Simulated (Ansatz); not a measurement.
Stepwise reaction of `O[SiH2]O` with hydrogen fluoride, as a gas-phase model of exchange steps in deposition or etching. ΔE in kJ/mol; ΔG adds harmonic PBE0-D4 terms to CCSD(T)/CBS, at 1 bar.

Gas-phase electronic energies from Ansatz, PBE0-D4/def2-TZVP geometries. CBS: MP2 limit from def2 TZ/QZ plus the TZ coupled-cluster correction, frozen cores. This one scheme is used for every species. Functionals use def2-TZVPP. B3LYP here is the variant with VWN-RPA as its local correlation; programs differ in this. One conformer a species, not always the lowest.

```csv
step,reaction,PBE-D4,B3LYP-D4,ωB97M-V,CCSD(T)/CBS,ΔG(500 K)
1,`O[SiH2]O` + H–F → `O[SiH2]F` + H₂O,-41.0,-44.0,-43.5,-43.2,-48.6
2,`O[SiH2]F` + H–F → `F[SiH2]F` + H₂O,-37.2,-39.9,-39.4,-39.7,-38.2
```

Q: By hand: ΔE of the 2 steps together at CCSD(T)/CBS.

A: (-43.2) + (-39.7) = -82.9 kJ/mol, or -41.5 kJ/mol a step.

In ΔE the steps differ by no more than 3.5 kJ/mol. All are downhill at CCSD(T)/CBS. ΔG lies between -48.6 and -38.2 kJ/mol a step. PBE-D4 differs from CCSD(T)/CBS by 2.2 to 2.5 kJ/mol a step. Isolated molecules leave out the surface, adducts and barriers. Largest T1 diagnostic: 0.012.
